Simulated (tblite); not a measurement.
Run record: tight-binding relaxation, `C#CC#C[C]=[CH+]` [radical].

Computed with GFN2-xTB geometry optimisation, gas phase (tblite 0.8.0). Start geometry: from a force field or distance geometry. A driver script takes a list of jobs; this job's settings line and coordinates (Å) are shown.

Command:
```bash
OMP_NUM_THREADS=1 python probes_run.py task.json out
```

Input:
```
{"job": {"kind": "relax", "xc": "GFN2-xTB", "basis": "xTB"}, "charge": 1, "multiplicity": 2}
C      3.008800    -0.161200    -1.441700
C      1.917200    -0.097000    -0.926500
C      0.547800    -0.032200    -0.241000
C     -0.540300     0.035700     0.271100
C     -1.924200     0.099400     0.959600
C     -3.006200     0.157300     1.473500
H      3.957600    -0.205700    -1.909600
H     -3.951700     0.213100     1.945400
```

Output:
```
step      E/eV     max force
  0    -356.13074    7.204
  1    -356.22785    7.168
  2    -356.98187    3.301
  3    -357.12326    5.296
  4    -357.38401    1.650
  5    -357.57043    1.455
  6    -357.68842    1.382
  7    -357.70295    0.463
  8    -357.70039    0.813
  9    -357.70489    0.028
 10    -357.70491    0.016
 11    -357.70492    0.013
 12    -357.70495    0.006
```

«max force» is the largest atomic force in eV/Å.

Q: From which step on does the largest force stay under 0.1 eV/Å, and how much energy is left to gain from there?

A: From step 9 (0.028 eV/Å), 0.1 meV above the end.

Main results: energy lowered by 36.3 kcal/mol over 12 steps; largest atomic force 0.006 eV/Å at the end.

On Arm Neoverse V2, one thread, no GPU, shared host with 96 logical CPUs at a one-minute load of 36, this took under 0.1 s.
Labels such as C1 count atoms from 1, the log's own numbers from 0.
